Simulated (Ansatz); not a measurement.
We consider tetragonal perovskite BaTiO3, described by PBEsol (Ansatz, an electronic-structure program, PAW).

Settings: plane-wave cutoff 560 eV, 6×6×6 k mesh, Fermi–Dirac smearing 0.01 eV, no spin polarisation, scalar-relativistic PAW data made under PBE.

Starting structure:

```
BaTiO3
1.0
    3.99000     0.00000     0.00000
    0.00000     3.99000     0.00000
    0.00000     0.00000     4.04000
Ba Ti O
1 1 3
Cartesian
  0.00000   0.00000   0.00000
  1.99500   1.99500   2.07252
  1.99500   1.99500   3.94708
  0.00000   1.99500   1.96748
  1.99500   0.00000   1.96748
```

### Question
Into what structure does the relaxation of cell and atoms lead at this level, with the symmetry of the start kept?

### Answer
The volume decreases by 1.6 %; final space group P4mm.
```
BaTiO3
1.0
    3.95545     0.00000     0.00000
    0.00000     3.95545     0.00000
    0.00000     0.00000     4.04447
Ba Ti O
1 1 3
Cartesian
  0.00000   0.00000   0.01356
  1.97773   1.97773   2.09747
  1.97773   1.97773   3.93743
  0.00000   1.97773   1.95856
  1.97773   0.00000   1.95856
```
